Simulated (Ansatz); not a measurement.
The inner images of a band of CH5B + H2 (9 atoms, charge 0, multiplicity 1) are given out of order.

Theory: RKS B3LYP-D4/def2-SVP in Ansatz.

Image 0:

```xyz
9
Properties=species:S:1:pos:R:3
B -0.166 -0.547 0.578
C -0.588 0.902 0.191
H -0.801 -1.503 0.196
H 0.739 -0.744 1.356
H 1.463 -0.620 -1.543
H 1.594 -1.311 -1.249
H -1.132 0.994 -0.762
H -1.320 1.173 0.985
H 0.212 1.656 0.249
```

Image 6:

```xyz
9
Properties=species:S:1:pos:R:3
B 0.493 -1.509 0.330
C -0.404 1.222 -0.262
H -0.646 -1.880 0.212
H 0.897 -1.122 1.396
H 0.276 0.445 -0.652
H 1.253 -1.601 -0.601
H -1.156 1.441 -1.032
H -0.904 0.883 0.655
H 0.190 2.121 -0.045
```

Task: Put them in order from the first end to the last, with their energies above the first end.
A.
```xyz
9
Properties=species:S:1:pos:R:3
B 0.345 -1.057 0.232
C -0.346 0.932 -0.150
H -0.726 -1.591 0.115
H 0.840 -0.822 1.303
H 0.376 0.144 -0.585
H 1.126 -1.237 -0.681
H -1.019 1.089 -1.000
H -0.937 0.773 0.758
H 0.342 1.769 0.007
```
B.
```xyz
9
Properties=species:S:1:pos:R:3
B 0.085 -0.640 0.305
C -0.459 0.849 0.053
H -0.654 -1.563 0.037
H 0.884 -0.805 1.201
H 0.902 -0.376 -0.944
H 1.119 -1.118 -0.753
H -1.025 0.979 -0.885
H -1.163 1.037 0.880
H 0.312 1.637 0.105
```
C.
```xyz
9
Properties=species:S:1:pos:R:3
B 0.213 -0.824 0.253
C -0.365 0.832 -0.059
H -0.711 -1.572 0.066
H 0.869 -0.796 1.263
H 0.571 -0.076 -0.700
H 1.054 -1.077 -0.691
H -0.972 0.979 -0.965
H -1.032 0.890 0.809
H 0.373 1.644 0.025
```
D.
```xyz
9
Properties=species:S:1:pos:R:3
B 0.434 -1.299 0.273
C -0.372 1.080 -0.212
H -0.693 -1.707 0.166
H 0.857 -0.947 1.343
H 0.308 0.283 -0.585
H 1.201 -1.434 -0.649
H -1.090 1.274 -1.019
H -0.905 0.795 0.702
H 0.261 1.955 -0.018
```
E.
```xyz
9
Properties=species:S:1:pos:R:3
B -0.057 -0.583 0.456
C -0.528 0.876 0.127
H -0.707 -1.537 0.092
H 0.831 -0.778 1.252
H 1.197 -0.510 -1.259
H 1.340 -1.207 -0.979
H -1.086 0.985 -0.816
H -1.248 1.109 0.939
H 0.258 1.645 0.187
```

Result: E (+0.5 kcal/mol), B (+2.5 kcal/mol), C (+14.6 kcal/mol), A (+1.8 kcal/mol), D (-3.5 kcal/mol).

The run took 50 s on 1 CPU thread of a shared host.
